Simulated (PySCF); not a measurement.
Compound: Na2.
SMILES: `[Na][Na]`

Computed with PySCF, CAM-B3LYP/6-31+G* geometry optimisation, gas phase.

Take the most abundant isotopes and a rigid rotor. 

Q: What are the moment of inertia and the rotational constant?

A: I = 103.302 u·Å², B = 505379 MHz·u·Å²/I = 4892 MHz (0.1632 cm⁻¹, or 0.235 K as hB/k). For two atoms I = μr² with μ = 11.4949 u and r = 2.9978 Å.

Q: List the first levels of a rigid rotor in a Σ state.

A: E(J) = BJ(J+1): J = 1: 0.326, J = 2: 0.979, J = 3: 1.958, J = 4: 3.264, J = 5: 4.896, J = 6: 6.854 cm⁻¹.

Q: Has it a pure rotational spectrum?

A: Not by electric dipole: D∞h allows no dipole (computed 0.00 D). Rotational Raman lines (ΔJ = 2) lie at B(4J + 6), spaced by 4B = 0.653 cm⁻¹, with nuclear-spin weights that differ between even and odd J.

Q: Estimate the classical rotational partition function at 25 K, 50 K and 100 K.

A: Point group D∞h, symmetry number σ = 2; q = kT/(σhB), k/h = 20836.6 MHz/K: 53.2 at 25 K, 106 at 50 K, 213 at 100 K.

Stationary, but not proved a minimum. Constants of a rigid frame at the computed geometry: no zero-point averaging, no centrifugal distortion.
